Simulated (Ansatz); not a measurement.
# H3C–S, doublet: reading a ladder of total energies

Geometry: displaced at random from a stationary point.

```xyz
5

C    -0.0044    0.0106    1.1999
S     0.0018   -0.0056   -0.5931
H     1.0935    0.0537    1.4591
H    -0.5275    0.8892    1.5808
H    -0.5699   -0.8912    1.5293
```

Basis cc-pVDZ; Ansatz 0.2.0. Only valence electrons are correlated (noble-gas cores frozen), which leaves 13 electrons in 41 orbitals. R marks a restricted (for open shells ROHF) determinant, U an unrestricted one.

Full CI isn't at hand for all of this; UCCSDT(Q) serves as the reference, and is uncertain by about the last step of the cluster series.

Runs differ by some tens of microhartree through their thresholds and, for an open shell, their frozen cores, so steps under 0.03 kcal/mol mean nothing.

| level | total energy (hartree) |
| --- | --- |
| UHF | -437.119266 |
| UMP2 | -437.374600 |
| UCCSD | -437.408673 |
| UCCSD(T) | -437.415914 |
| UCCSDT | -437.416616 |
| UCCSDT(Q) | -437.417077 |

**Question.** What is the correlation energy at UCCSDT(Q), and what share of it do UMP2 and UCCSDT recover?

**Answer.** E(corr) = -437.417077 − (-437.119266) = -0.297811 hartree = -8.104 eV. UMP2: -0.255334 / -0.297811 = 85.74 %. UCCSDT: -0.297350 / -0.297811 = 99.85 %.

**Question.** By how many kcal/mol does UCCSD(T) miss UCCSDT(Q) (1 hartree = 627.509 kcal/mol), and which steps make up the rest?

**Answer.** -437.415914 − (-437.417077) = 0.001163 hartree = 0.73 kcal/mol. Steps: UCCSDT − UCCSD(T) = -0.44, UCCSDT(Q) − UCCSDT = -0.29 kcal/mol. That is within 1 kcal/mol of the reference in this basis, which itself misses far more of the correlation at the basis-set limit.
